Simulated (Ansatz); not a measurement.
# SiH₂ (singlet): one geometry, many settings at angle H2–Si1–H3 = 73.8°

What do other methods and options give for SiH₂ (singlet) at this geometry, and how long do they take?

The runs use Ansatz 0.2.0, Gaussian basis; the settings change from run to run.

9 further runs of the same task are left out: 1 for a mislabelled method, 7 that didn't finish, 1 set aside as unsound or not needed.

## 1. The geometry

The geometry derives from a PBE0/def2-TZVP stationary point (not a proven minimum). One angle is set to the value named; bond lengths are kept.

3 atoms, charge 0, spin multiplicity 1.

Atoms are counted from 1 here; the program's logs count them from 0.

Bond lengths: Si1–H2 1.526 Å, Si1–H3 1.526 Å. Angles: H2–Si1–H3 73.8°.

## 2. NEVPT2(6,4)/STO-3G

Contents of in.yaml:

```yaml
crystal:
  periodic: [false, false, false]
  atoms:
    - {symbol: Si, position_ang: [0.000000, -0.081700, 0.000000]}
    - {symbol: H, position_ang: [0.000000, 1.138249, -0.915963]}
    - {symbol: H, position_ang: [0.000000, 1.138249, 0.915963]}
basis:
  gaussian: {orbitals: STO-3G}
correlation: {method: sc_nevpt2, electrons: valence, active_space: {window: {electrons: 6, orbitals: 4}, states: [{multiplicity: 1, weights: [1, 0.5, 1, 1]}]}}
```

The run is started by

```bash
$ ansatz run in.yaml --threads 1 --pin off --events-out ev --progress --plain --max-ram 2393MiB
```

The log of the run:

```text
Functional definition: HF
  name "HF"
  cite "Fock, Z. Phys. 61, 126 (1930) doi:10.1007/BF01340294"
  parent pbe
  exchange = exact_x
  correlation = 0
163 factors; integrals over basis functions are off by at most 2.6e-8 eV
mean field evaluation 1: about -7799.7609 eV, gradient 7.9e0 eV
mean field evaluation 2: about -7799.7724 eV, gradient 7.8e0 eV
mean field evaluation 4: about -7800.0902 eV, gradient 2.3e-1 eV
mean field evaluation 8: about -7800.0902 eV, gradient 8.6e-6 eV
mean field -7800.09024192 eV, -286.6480292996 hartree, gradient 8.6e-6 eV, S^2 0.000000; 0 other end points of the search recorded, 0 dependent functions left out
reference -7800.09024192 eV, -286.6480292996 hartree; 8, 8 occupied and 3, 3 virtual orbitals, 163 factors
state -7800.27886426 eV, -286.6549610426 hartree
state -7795.52479883 eV, -286.4802523604 hartree
state -7794.72066246 eV, -286.4507008940 hartree
state -7790.63776302 eV, -286.3006571072 hartree
state -7800.27886426 eV, -286.6549610426 hartree; corrected -7801.02960690 eV, -286.6825503260 hartree
state -7795.52479883 eV, -286.4802523604 hartree; corrected -7796.57836315 eV, -286.5189701350 hartree
state -7794.72066246 eV, -286.4507008940 hartree; corrected -7795.82391014 eV, -286.4912444984 hartree
state -7790.63776302 eV, -286.3006571072 hartree; corrected -7791.63061602 eV, -286.3371437817 hartree
Total energy: -7796.22094704 eV, -286.5058353353 hartree
```

Run time: 0.09 s. Hardware: 1 thread of Intel Xeon 6975P-C, shared host.

From the report: 6 determinants; active occupations (of the averaged states) 1.99, 1.70, 1.30, 1.01.

## 3. BCCD(T) on UHF/6-31G*

Contents of in.yaml:

```yaml
crystal:
  periodic: [false, false, false]
  atoms:
    - {symbol: Si, position_ang: [0.000000, -0.081700, 0.000000]}
    - {symbol: H, position_ang: [0.000000, 1.138249, -0.915963]}
    - {symbol: H, position_ang: [0.000000, 1.138249, 0.915963]}
basis:
  gaussian: {orbitals: "6-31G*"}
magnetization: {spin_polarized: true, initial_magnetization: 0}
correlation: {method: bccd_t, electrons: all}
scf: {lower_state_search: off}
```

The command is unchanged.

The log of the run, shortened:

```text
Functional definition: HF
  name "HF"
  cite "Fock, Z. Phys. 61, 126 (1930) doi:10.1007/BF01340294"
  parent pbe
[...]
229 factors; integrals over basis functions are off by at most 7.9e-4 eV
[...]
mean field -7890.97501443 eV, -289.9879830855 hartree, gradient 7.3e-7 eV, S^2 0.000000; 0 other end points of the search recorded, 0 dependent functions left out
reference -7890.97501443 eV, -289.9879830855 hartree; 8, 8 occupied and 15, 15 virtual orbitals, 229 factors
second order -2.16799510 eV of doubles, -0.00000000 eV of singles
cycle   1  -2.61276089 eV  change   -4.4e-1 eV  update   6.3e-2
[...]
cycle   9  -2.84242796 eV  change    3.3e-7 eV  update   4.6e-6
perturbative correction -0.06161274 eV, -0.0022642264 hartree
Total energy: -7893.87905513 eV, -290.0947046127 hartree
Checks for a lower state left out: stability, starts, cluster_reference, orbital_swaps, neighbouring_geometries, increment
```

Wall time 0.36 s (1 thread of Intel Xeon 6975P-C, shared host).

From the report: ⟨S²⟩ of the determinant 0.000 (pure singlet: 0.00); correlation -2.9040 eV; largest double amplitude 0.10.

## 4. HF/def2-TZVP

Contents of in.yaml:

```yaml
crystal:
  periodic: [false, false, false]
  atoms:
    - {symbol: Si, position_ang: [0.000000, -0.081700, 0.000000]}
    - {symbol: H, position_ang: [0.000000, 1.138249, -0.915963]}
    - {symbol: H, position_ang: [0.000000, 1.138249, 0.915963]}
basis:
  gaussian: {orbitals: def2-TZVP}
magnetization: {spin_polarized: false}
hamiltonian: {xc: hf}
output: {forces: true, orbitals: {seedname: orbitals}}
```

Same command.

The log of the run:

```text
Functional definition: HF
  name "HF"
  cite "Fock, Z. Phys. 61, 126 (1930) doi:10.1007/BF01340294"
  parent pbe
  exchange = exact_x
  correlation = 0
396 factors; their error is unknown
mean field evaluation 1: about -7891.1670 eV, gradient 8.1e0 eV
mean field evaluation 2: about -7891.5111 eV, gradient 2.3e0 eV
mean field evaluation 4: about -7891.5501 eV, gradient 1.7e-1 eV
mean field evaluation 8: about -7891.7000 eV, gradient 1.1e-4 eV
mean field -7891.69998217 eV, -290.0146251583 hartree, gradient 1.1e-5 eV, S^2 0.000000; 0 other end points of the search recorded, 0 dependent functions left out
the calculation of the forces begins
reference -7891.69998217 eV, -290.0146251583 hartree; 8, 8 occupied and 41, 41 virtual orbitals, 396 factors
Total energy: -7891.69998217 eV, -290.0146251583 hartree
Atom 0 at     0.000000    -0.081700     0.000000 Å, force    -0.000000     1.517583     0.000000 eV/Å
Atom 1 at     0.000000     1.138249    -0.915963 Å, force    -0.000000    -0.758792    -0.941691 eV/Å
Atom 2 at     0.000000     1.138249     0.915963 Å, force     0.000000    -0.758792     0.941691 eV/Å
Dipole moment:     0.000000    -0.046003    -0.000000 e Å
```

It took 0.12 s on 1 thread of Intel Xeon 6975P-C, shared host.

## 5. CCSD on RHF/def2-TZVP

Changes to in.yaml since step 4:

```diff
@@ -7,5 +7,4 @@
 basis:
-  gaussian: {orbitals: def2-TZVP}
+  gaussian: {orbitals: def2-TZVP, fitting: {mean_field: def2-universal-jkfit}}
 magnetization: {spin_polarized: false}
-hamiltonian: {xc: hf}
-output: {forces: true, orbitals: {seedname: orbitals}}
+correlation: {method: ccsd, electrons: all}
```

Launched as before.

The log of the run, shortened:

```text
Functional definition: HF
  name "HF"
  cite "Fock, Z. Phys. 61, 126 (1930) doi:10.1007/BF01340294"
  parent pbe
[...]
164 factors; integrals over basis functions are off by at most 7.1e-1 eV
[...]
mean field -7891.70053553 eV, -290.0146454941 hartree, gradient 2.7e-6 eV, S^2 0.000000; 0 other end points of the search recorded, 0 dependent functions left out; unrestricted orbitals would lower it
reference -7891.70053553 eV, -290.0146454941 hartree; 8, 8 occupied and 41, 41 virtual orbitals, 164 factors
second order -5.64911275 eV of doubles, -0.00000000 eV of singles
cycle   1  -6.17335649 eV  change   -5.2e-1 eV  update   6.4e-2
[...]
cycle   9  -6.42344300 eV  change    5.1e-6 eV  update   7.2e-6
Total energy: -7898.12397853 eV, -290.2507026702 hartree
```

Run time: 0.24 s. Hardware: 1 thread of Intel Xeon 6975P-C, shared host.

From the report: correlation -6.4234 eV; T1 0.010; largest double amplitude 0.09.

## 6. NEVPT4(SD)(8,4)/cc-pVDZ

Contents of in.yaml:

```yaml
crystal:
  periodic: [false, false, false]
  atoms:
    - {symbol: Si, position_ang: [0.000000, -0.081700, 0.000000]}
    - {symbol: H, position_ang: [0.000000, 1.138249, -0.915963]}
    - {symbol: H, position_ang: [0.000000, 1.138249, 0.915963]}
basis:
  gaussian: {orbitals: cc-pVDZ}
hamiltonian: {pseudopotentials: {relativity: scalar}}
correlation: {method: fic_nevpt4_sd, electrons: all, active_space: {window: {electrons: 8, orbitals: 4}}}
scf: {lower_state_search: light}
```

The command is unchanged.

The log of the run:

```text
Functional definition: HF
  name "HF"
  cite "Fock, Z. Phys. 61, 126 (1930) doi:10.1007/BF01340294"
  parent pbe
  exchange = exact_x
  correlation = 0
271 factors; integrals over basis functions are off by at most 2.3e-3 eV
mean field evaluation 1: about -7905.9469 eV, gradient 7.3e0 eV
mean field evaluation 2: about -7905.9486 eV, gradient 7.3e0 eV
mean field evaluation 4: about -7906.2627 eV, gradient 4.7e-1 eV
mean field evaluation 8: about -7906.2646 eV, gradient 1.1e-4 eV
mean field -7906.26464348 eV, -290.5498665892 hartree, gradient 5.4e-7 eV, S^2 0.000000; 0 other end points of the search recorded, 0 dependent functions left out; unrestricted orbitals would lower it
reference -7906.26464348 eV, -290.5498665892 hartree; 8, 8 occupied and 20, 20 virtual orbitals, 271 factors
state -7906.26464348 eV, -290.5498665892 hartree
state -7906.26464348 eV, -290.5498665892 hartree; corrected -7909.48429754 eV, -290.6681866936 hartree
WARN: 4 active orbitals are nearly empty or full. The corrections depend on them more than the energy does, and are more stable in an active space without them
Total energy: -7909.48429754 eV, -290.6681866936 hartree
Relativity: scalar
```

It took 0.51 s on 1 thread of Intel Xeon 6975P-C, shared host.

From the report: 1 determinant; active occupations 2.00, 2.00, 2.00, 2.00. The report marks this result as in doubt.

## 7. CISDT/6-31++G**

Contents of in.yaml:

```yaml
crystal:
  periodic: [false, false, false]
  atoms:
    - {symbol: Si, position_ang: [0.000000, -0.081700, 0.000000]}
    - {symbol: H, position_ang: [0.000000, 1.138249, -0.915963]}
    - {symbol: H, position_ang: [0.000000, 1.138249, 0.915963]}
basis:
  gaussian: {orbitals: "6-31++G**"}
correlation: {active_space: {ras: {orbitals: [3, 0, 27], electrons: 6, max_holes: 3, max_particles: 3}, fixed_orbitals: true}}
output: {forces: true}
```

Same command.

The log of the run, shortened:

```text
Functional definition: HF
  name "HF"
  cite "Fock, Z. Phys. 61, 126 (1930) doi:10.1007/BF01340294"
  parent pbe
[...]
307 factors; integrals over basis functions are off by at most 5.2e-4 eV
[...]
mean field -7891.08586628 eV, -289.9920568156 hartree, gradient 9.6e-7 eV, S^2 0.000000; 0 other end points of the search recorded, 0 dependent functions left out
reference -7891.08586628 eV, -289.9920568156 hartree; 8, 8 occupied and 27, 27 virtual orbitals, 307 factors
state -7894.00724874 eV, -290.0994156411 hartree
[...]
Total energy: -7894.00724874 eV, -290.0994156411 hartree
Atom 0 at     0.000000    -0.081700     0.000000 Å, force    -0.000000     1.178858    -0.000000 eV/Å
Atom 1 at     0.000000     1.138249    -0.915963 Å, force     0.000000    -0.589429    -0.812918 eV/Å
Atom 2 at     0.000000     1.138249     0.915963 Å, force    -0.000000    -0.589429     0.812918 eV/Å
Dipole moment:    -0.000000    -0.065144    -0.000000 e Å
```

It took 0.84 s on 1 thread of Intel Xeon 6975P-C, shared host.

From the report: 51,084 determinants.

## 8. CISDTQ/6-31G

Contents of in.yaml:

```yaml
crystal:
  periodic: [false, false, false]
  atoms:
    - {symbol: Si, position_ang: [0.000000, -0.081700, 0.000000]}
    - {symbol: H, position_ang: [0.000000, 1.138249, -0.915963]}
    - {symbol: H, position_ang: [0.000000, 1.138249, 0.915963]}
basis:
  gaussian: {orbitals: 6-31G}
correlation: {active_space: {ras: {orbitals: [3, 0, 9], electrons: 6, max_holes: 4, max_particles: 4}, fixed_orbitals: true}}
accuracy: high
```

The command is unchanged.

The log of the run:

```text
Functional definition: HF
  name "HF"
  cite "Fock, Z. Phys. 61, 126 (1930) doi:10.1007/BF01340294"
  parent pbe
  exchange = exact_x
  correlation = 0
348 factors; integrals over basis functions are off by at most 3.4e-9 eV
mean field evaluation 1: about -7889.9564 eV, gradient 5.4e0 eV
mean field evaluation 2: about -7889.9576 eV, gradient 5.4e0 eV
mean field evaluation 4: about -7890.1538 eV, gradient 3.4e-1 eV
mean field evaluation 8: about -7890.1550 eV, gradient 2.5e-7 eV
mean field -7890.15495119 eV, -289.9578463170 hartree, gradient 2.5e-8 eV, S^2 0.000000; 0 other end points of the search recorded, 0 dependent functions left out
reference -7890.15495119 eV, -289.9578463170 hartree; 8, 8 occupied and 9, 9 virtual orbitals, 348 factors
state -7891.97905124 eV, -290.0248807576 hartree
Total energy: -7891.97905124 eV, -290.0248807576 hartree
```

Run time: 0.45 s. Hardware: 1 thread of Intel Xeon 6975P-C, shared host.

From the report: 6,224 determinants.

## 9. MP2 on RHF/cc-pVTZ-DK

Contents of in.yaml:

```yaml
crystal:
  periodic: [false, false, false]
  atoms:
    - {symbol: Si, position_ang: [0.000000, -0.081700, 0.000000]}
    - {symbol: H, position_ang: [0.000000, 1.138249, -0.915963]}
    - {symbol: H, position_ang: [0.000000, 1.138249, 0.915963]}
basis:
  gaussian: {orbitals: cc-pVTZ-DK}
magnetization: {spin_polarized: false}
hamiltonian: {pseudopotentials: {relativity: none}}
correlation: {method: mp2, electrons: outside_noble_gas}
```

Same command.

The log of the run, shortened:

```text
Functional definition: HF
  name "HF"
  cite "Fock, Z. Phys. 61, 126 (1930) doi:10.1007/BF01340294"
  parent pbe
[...]
355 factors; integrals over basis functions are off by at most 8.5e-4 eV
[...]
mean field -7888.07646794 eV, -289.8814634664 hartree, gradient 2.6e-6 eV, S^2 0.000000; 0 other end points of the search recorded, 0 dependent functions left out; unrestricted orbitals would lower it
5 core orbitals not correlated: weight in the atoms' cores, before any rotation towards them, 1.000 or more for the frozen orbitals, at most 0.000 for the correlated occupied ones
reference -7888.07646794 eV, -289.8814634664 hartree; 3, 3 occupied and 54, 54 virtual orbitals, 355 factors
second order -3.04507225 eV of doubles, -0.00000000 eV of singles
WARN: the results are in doubt because the basis set is contracted for relativity, which is off
Total energy: -7891.12154019 eV, -289.9933678075 hartree
In doubt: the basis set is contracted for relativity, which is off
```

Run time: 0.24 s. Hardware: 1 thread of Intel Xeon 6975P-C, shared host.

Mind the lines of doubt at the end of the log.

## 10. CCSDT/6-31++G**

Contents of in.yaml:

```yaml
crystal:
  periodic: [false, false, false]
  atoms:
    - {symbol: Si, position_ang: [0.000000, -0.081700, 0.000000]}
    - {symbol: H, position_ang: [0.000000, 1.138249, -0.915963]}
    - {symbol: H, position_ang: [0.000000, 1.138249, 0.915963]}
basis:
  gaussian: {orbitals: "6-31++G**", point_charges: [{charge: -0.50, position_ang: [4.892, -0.288, 0.317]}]}
magnetization: {spin_polarized: false}
hamiltonian: {xc: {name: PBE}}
correlation: {method: ccsdt, electrons: outside_noble_gas}
output: {forces: true}
```

Launched as before.

The log of the run, shortened:

```text
Functional definition: PBE
  name "PBE"
  cite "Perdew, Burke & Ernzerhof, Phys. Rev. Lett. 77, 3865 (1996) doi:10.1103/PhysRevLett.77.3865"
  parent pbe
[...]
555 factors; integrals over basis functions are off by at most 1.7e-7 eV
[...]
mean field -7903.00116750 eV, -290.4299360589 hartree, gradient 1.0e-6 eV, S^2 0.000000; 0 other end points of the search recorded, 0 dependent functions left out
5 core orbitals not correlated: weight in the atoms' cores, before any rotation towards them, 1.000 or more for the frozen orbitals, at most 0.000 for the correlated occupied ones
reference -7890.90155686 eV, -289.9852835693 hartree; 3, 3 occupied and 27, 27 virtual orbitals, 555 factors
second order -2.39927912 eV of doubles, -0.13204811 eV of singles
cycle   1  -2.94659345 eV  change   -4.2e-1 eV  update   6.0e-2
[...]
cycle  13  -3.21877975 eV  change   -3.4e-7 eV  update   5.6e-7
[...]
Total energy: -7894.12033661 eV, -290.1035715433 hartree
Atom 0 at     0.000000    -0.081700     0.000000 Å, force     0.042964     1.069900     0.013424 eV/Å
Atom 1 at     0.000000     1.138249    -0.915963 Å, force     0.006893    -0.530780    -0.835672 eV/Å
Atom 2 at     0.000000     1.138249     0.915963 Å, force    -0.003700    -0.541862     0.827223 eV/Å
Dipole moment:     0.060655    -0.080251     0.005224 e Å
```

Wall time 2 s (1 thread of Intel Xeon 6975P-C, shared host).

From the report: correlation -3.2188 eV; T1 0.018; largest double amplitude 0.08. The orbitals are Kohn-Sham ones, so correlation energy and T1 don't compare with those on Hartree-Fock orbitals.

## 11. The runs in one table

 † marks a result that the program doubts.

| level | correlated | functions | energy (eV) | time |
| --- | --- | --- | --- | --- |
| NEVPT2(6,4)/STO-3G (mean of several states) | valence | 11 | -7796.2209 | 0.09 s |
| BCCD(T) on UHF/6-31G* | all | 23 | -7893.8791 | 0.36 s |
| HF/def2-TZVP |  | 49 | -7891.7000 | 0.12 s |
| CCSD on RHF/def2-TZVP | all | 49 | -7898.1240 | 0.24 s |
| NEVPT4(SD)(8,4)/cc-pVDZ (relativity set) † | all | 28 | -7909.4843 | 0.51 s |
| CISDT/6-31++G** | valence | 35 | -7894.0072 | 0.84 s |
| CISDTQ/6-31G | outside noble gas | 17 | -7891.9791 | 0.45 s |
| MP2 on RHF/cc-pVTZ-DK † | outside noble gas | 62 | -7891.1215 | 0.24 s |
| CCSDT/6-31++G** (beside a point charge, on PBE orbitals) | outside noble gas | 35 | -7894.1203 | 2 s |

## 12. What came out

```
quantity                                                          value
    runs                                                              9
quickest            NEVPT2(6,4)/STO-3G (mean of several states), 0.09 s
 slowest  CCSDT/6-31++G** (beside a point charge, on PBE orbitals), 2 s
```

**Reading.** Total energies in different bases, with other cores or another treatment of relativity can't be set against each other. CCSDT/6-31++G** (beside a point charge, on PBE orbitals) took 22 times as long as NEVPT2(6,4)/STO-3G (mean of several states); the jobs differ in more than the method.
